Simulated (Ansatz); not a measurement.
The input, for Ansatz 0.2.0:

```yaml
crystal:
  periodic: [false, false, false]
  atoms:
    - {symbol: Al, position_ang: [0.000000, 0.000000, 2.026204]}
    - {symbol: B, position_ang: [0.000000, 0.000000, -0.204465]}
    - {symbol: S, position_ang: [0.000000, 0.000000, -1.821740]}
basis:
  gaussian: {orbitals: cc-pVDZ}
magnetization: {spin_polarized: false, initial_magnetization: 2}
correlation: {method: ccsdt_q, electrons: outside_noble_gas}
```

```sh
$ ansatz run in.yaml --threads 2 --pin off --events-out ev --progress --plain --max-ram 16896MiB --backend cuda --devices 0, --max-vram 18GiB
```

The program prints:

```
916 factors; integrals over basis functions are off by at most 1.9e-7 eV
mean field evaluation 1: about -18068.0900 eV, gradient 1.4e1 eV
mean field evaluation 2: about -18068.3311 eV, gradient 1.5e1 eV
mean field evaluation 4: about -18070.3023 eV, gradient 2.9e0 eV
mean field evaluation 8: about -18070.6682 eV, gradient 1.2e0 eV
mean field evaluation 16: about -18070.7546 eV, gradient 3.3e-5 eV
mean field evaluation 32: about -18065.5605 eV, gradient 1.9e1 eV
mean field evaluation 64: about -18068.2481 eV, gradient 1.5e-6 eV
mean field evaluation 96: about -18068.2063 eV, gradient 7.6e-1 eV
mean field evaluation 128: about -18070.7514 eV, gradient 4.2e-1 eV
mean field evaluation 160: about -18068.5956 eV, gradient 6.2e-1 eV
...
cycle  12  -7.31079913 eV  change   -3.8e-4 eV  update   1.6e-4
cycle  13  -7.31081954 eV  change   -2.0e-5 eV  update   7.5e-5
cycle  14  -7.31078737 eV  change    3.2e-5 eV  update   4.5e-5
cycle  15  -7.31079054 eV  change   -3.2e-6 eV  update   2.4e-5
cycle  16  -7.31081249 eV  change   -2.2e-5 eV  update   1.6e-5
cycle  17  -7.31081890 eV  change   -6.4e-6 eV  update   8.7e-6
cycle  18  -7.31082441 eV  change   -5.5e-6 eV  update   5.2e-6
cycle  19  -7.31082639 eV  change   -2.0e-6 eV  update   3.2e-6
cycle  20  -7.31082409 eV  change    2.3e-6 eV  update   1.6e-6
cycle  21  -7.31082289 eV  change    1.2e-6 eV  update   1.0e-6
perturbative correction -0.02500309 eV, -0.0009188467 hartree
Total energy: -18078.09042117 eV, -664.3575692083 hartree
```

For the same geometry and basis UCCSDT(Q) lies 6.4 meV lower.

Ran on 2 threads of AMD EPYC 7R13 with a shared H100 80 GB, shared host: 9.5 s wall, 0.89 GiB peak host memory.
